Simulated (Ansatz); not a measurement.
# CHAlO (quintet): the correlation ladder, def2-TZVPP

One table from this session's results is given with a row withheld; the runs are named, their logs left out.

Computed with Ansatz 0.2.0, Gaussian basis. Level: def2-TZVPP, core rule «outside noble gas», up to 7 orbitals frozen.

To be run: UHF; ROHF; CCSD(T) on UHF.

2 further runs of the same task are left out: 2 set aside as unsound or not needed.

### The geometry

The geometry is a PBE0/def2-TZVP stationary point (not a proven minimum) of the parent state, kept for this charge and spin.

4 atoms, charge 0, spin multiplicity 5.

Atoms are counted from 1 here; the program's logs count them from 0.

Bond lengths: Al1–C2 1.926 Å, Al1–H4 1.582 Å, C2–O3 1.150 Å. Angles: C2–Al1–H4 114.0°, Al1–C2–O3 172.0°.

The first run:

in.yaml

```yaml
crystal:
  periodic: [false, false, false]
  atoms:
    - {symbol: Al, position_ang: [0.000000, -0.106146, 1.272497]}
    - {symbol: C, position_ang: [0.000000, 0.083663, -0.643702]}
    - {symbol: O, position_ang: [0.000000, 0.036255, -1.792225]}
    - {symbol: H, position_ang: [0.000000, 1.269000, 2.055591]}
basis:
  gaussian: {orbitals: def2-TZVPP}
magnetization: {spin_polarized: true, initial_magnetization: 4}
hamiltonian: {xc: hf}
output: {orbitals: {seedname: orbitals}}
```

Command:

```bash
$ ansatz run in.yaml --threads 1 --pin off --events-out ev --progress --plain --max-ram 3968MiB --backend cpu
```

Among the steps run: UHF; ROHF; CCSD(T) on UHF.

One of the session's tables, all rows but one given; the rest of the session is left out.

```
  method  from UCCSD(T) (meV)
    ROHF                    ?
     UHF             +11468.5
    UMP2               +910.9
   UCCSD               +554.4
UCCSD(T)                    0
```

**Question.** Estimate the row for ROHF.

As computed: from UCCSD(T) (meV): +11593.9. In the column «from UCCSD(T) (meV)» it is the highest.
